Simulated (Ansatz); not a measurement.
**Worked example: correlation energy of AsH₃, singlet**

Geometry: a PBE0/def2-TZVP stationary point for this spin, not checked as a minimum.

```xyz
4

As    0.0002    0.0000   -0.0329
H     1.2593    0.0140    0.8215
H    -0.6489    1.0868    0.8116
H    -0.6239   -1.1021    0.8106
```

Basis cc-pVDZ; Ansatz 0.2.0. Only valence electrons are correlated (noble-gas cores and the filled d shells of p-block atoms frozen), which leaves 8 electrons in 28 orbitals. Prefix R: restricted or restricted open-shell reference. No spin–orbit coupling is included, and no scalar relativity.

Full CI isn't at hand for all of this; RCCSDTQ serves as the reference, and is uncertain by about the last step of the cluster series.

Runs differ by some tens of microhartree through their thresholds, so steps under 0.03 kcal/mol mean nothing.

| level | total energy (hartree) |
| --- | --- |
| RHF | -2235.898582 |
| RMP2 | -2236.022850 |
| RCCSD | -2236.050706 |
| RCCSD(T) | -2236.053980 |
| RCCSDT | -2236.054537 |
| RCCSDT(Q) | -2236.054677 |
| RCCSDTQ | -2236.054696 |

Question: What is the correlation energy at RCCSDTQ, and what share of it do RMP2 and RCCSD recover?

Answer: E(corr) = -2236.054696 − (-2235.898582) = -0.156114 hartree = -4.248 eV. RMP2: -0.124268 / -0.156114 = 79.60 %. RCCSD: -0.152124 / -0.156114 = 97.44 %.

Question: By how many kcal/mol does RCCSD(T) miss RCCSDTQ (1 hartree = 627.509 kcal/mol), and which steps make up the rest?

Answer: -2236.053980 − (-2236.054696) = 0.000716 hartree = 0.45 kcal/mol. Steps: RCCSDT − RCCSD(T) = -0.35, RCCSDT(Q) − RCCSDT = -0.09, RCCSDTQ − RCCSDT(Q) = -0.01 kcal/mol. That is within 1 kcal/mol of the reference in this basis, which itself misses far more of the correlation at the basis-set limit.
